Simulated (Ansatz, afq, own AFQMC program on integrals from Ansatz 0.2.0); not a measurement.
AFQMC on a folder of integrals that Ansatz 0.2.0 wrote.

```yaml
crystal:
  periodic: [false, false, false]
  atoms:
    - {symbol: O, position_ang: [0.000000, 0.000000, 0.000000]}
    - {symbol: C, position_ang: [0.000000, 0.000000, 1.195530]}
basis:
  gaussian: {orbitals: cc-pVQZ}
magnetization: {spin_polarized: true, initial_magnetization: 2}
correlation: {method: ccsd_t, electrons: outside_noble_gas, hamiltonian_folder: ham}
```

```sh
$ ansatz run in.yaml --threads 1 --pin off --events-out ev --progress --plain --max-ram 16896MiB --backend cuda --devices 0, --max-vram 18GiB
```

Options of the walk:

```
--method phaseless --trial cisd --walkers 200 --populations 10 --least-time 60 --time-step 0.005 --steps-per-block 50 --equilibration-blocks 28 --max-blocks 4000 --target-error 0.00019 --factor-cut 1e-05 --start spin_pure --seed 63 --release-times 0.24,0.51,0.99,1.62,2.4 --release-step 0.03 --release-every 3 --taylor-order 6
```

Times are imaginary, in 1/Eh. The walk had a cap of 169 s. With eight or more populations the least sampling time is a fifth of least-time, and the error comes from their spread.

afq prints:

```
orbitals 108  electrons 6 4  factors 681 of 681
reference energy -112.59864339 Eh
CCSD correlation -0.34933688 Eh in 15 cycles, weight of the determinant in the CISD state 0.8526
energy of the start -112.933596 Eh
 block  time / (1/Eh)  mean weight  energy / Eh
     1     0.250  0.9986  -112.946995
     2     0.500  0.9998  -112.955810
     3     0.750  0.9995  -112.954895
     4     1.000  0.9999  -112.960217
     5     1.250  1.0004  -112.974232
     7     1.750  1.0031  -112.961075
     9     2.250  1.0015  -112.964410
    15     3.750  1.0030  -112.965342
    29     7.250  1.0000  -112.963608
    43    10.750  0.9980  -112.959256
    57    14.250  0.9996  -112.968493
    71    17.750  1.0023  -112.965192
    85    21.250  1.0018  -112.975248
    99    24.750  0.9998  -112.967949
   106    26.500  1.0005  -112.976987
   113    28.250  0.9969  -112.963955
   127    31.750  1.0017  -112.959125
   141    35.250  1.0008  -112.968439
   155    38.750  0.9991  -112.962643
   169    42.250  1.0002  -112.963202
   183    45.750  0.9998  -112.969721
   197    49.250  0.9989  -112.963337
   211    52.750  1.0030  -112.961363
   225    56.250  0.9977  -112.961923
   239    59.750  1.0018  -112.968591
   253    63.250  1.0006  -112.957006
   267    66.750  0.9994  -112.971484
   281    70.250  1.0022  -112.968898
   295    73.750  1.0006  -112.957986
   309    77.250  1.0020  -112.968683
error from the spread of 10 populations
released: time / (1/Eh)  energy / Eh  error  mean overlap
  0.24  -112.966092  0.000414  0.9924
  0.51  -112.965872  0.000315  0.9906
  0.99  -112.967306  0.000702  0.9722
  1.62  -112.967257  0.001051  0.9575
  2.40  -112.967173  0.001036  0.9547
energy -112.965560 +/- 0.000522 Eh
(rows thinned)
```

The run passed its tests (sampling time, drift between the halves within three errors, error under three times the target), which doesn't prove that it has relaxed, ending at its cap on processor time.

Against this walk (error 14.2 meV) on the same determinant: CCSD(T) 20.9 meV higher (within the noise). The error is statistical and leaves out the bias of the constraint. The determinant has ⟨S²⟩ = 2.19, so the low cluster orders mix in higher spin (the high orders can go on to a lower state of that spin), while the walk starts as a pure triplet. None of these is a sure reference here. Released to 2.40 1/Eh the energy moves by -44 ± 32 meV (both errors), within twice the noise.

Cautions: constraint bias not in the error; error above the target (14.2 against 5.2 meV); lower spins were not checked; strong correlation (T1 0.053, weight of the determinant 0.85, largest double 0.09); unrestricted determinant spin contaminated (⟨S²⟩ 2.19 against 2.00); so few walkers bias the energy.

The walk took 2.8 min on 1 × NVIDIA H100 80GB HBM3 with 2 threads of AMD EPYC 7R13 Processor (Zen 3), with other jobs on the host (the card was shared). The log's last line is the phaseless energy.

A walk keeps the symmetry of its determinant, which the program's search chose and which needn't be the lowest solution, so a lower state of the same spin and another symmetry isn't excluded.
